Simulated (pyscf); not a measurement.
Structures and frequencies: ωB97X-D3(BJ)/def2-SVP in PySCF.

**Question.** For the elementary gas-phase step O=W(=O)(OH)–OH + H atom (H•) -> [O–W(=O)(=O)–OH]• + hydrogen (H₂) (doublet surface; H–O broken, H–H formed), what barrier and reaction energy does ωB97M-D3(BJ)/def2-TZVP give, measured from the separated reactants?

**Answer.** ΔE‡ = 82.3 kJ/mol, ΔE = +68.8 kJ/mol. Zero-point energy shifts the barrier by -3.7 kJ/mol. It is a hydrogen abstraction, with an imaginary mode of 843i cm⁻¹. This is the saddle that the search found; another between the same sides may lie lower. The angle at the transferred H is 153°. Open-shell species with a d-block atom are single-reference here; other states, and whether the spin sits on metal or ligand, were not checked. Elements past Kr carry the def2 core potentials, without spin-orbit coupling.
